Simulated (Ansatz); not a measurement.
Basis-set extrapolation for C$_{3}$H$_{8}$O$_{2}$ (`CC(O)CO`) (PBE0-D4/def2-TZVP geometry, frozen core, Ansatz). Multiplicity 1, RHF reference.

```json
{"": "HF", "def2-TZVPP": "-268.090767", "def2-QZVPP": "-268.103536"}
{"": "MP2 correlation", "def2-TZVPP": "-1.007450", "def2-QZVPP": "-1.080204"}
{"": "CCSD(T) correlation", "def2-TZVPP": "-1.083064", "def2-QZVPP": "not run"}
```

Energies in hartree. Use E(X) = E(∞) + A·exp(−7.88·√X) for Hartree–Fock and E(X) = E(∞) + B·X^(−2.97) for correlation, with X = 3 and 4, and add CCSD(T) minus MP2 of the smaller set to the MP2 limit.

Problem. What is the CCSD(T) energy at the basis-set limit?

Solution. HF limit: -268.103536 + (-0.012769) × 0.13774 = -268.10529. MP2 limit: -1.080204 + (-0.072754) × 0.74074 = -1.13410. Higher-order term: -1.083064 − (-1.007450) = -0.07561. Total: -269.31500 hartree, 370.6 kJ/mol below CCSD(T)/def2-TZVPP.
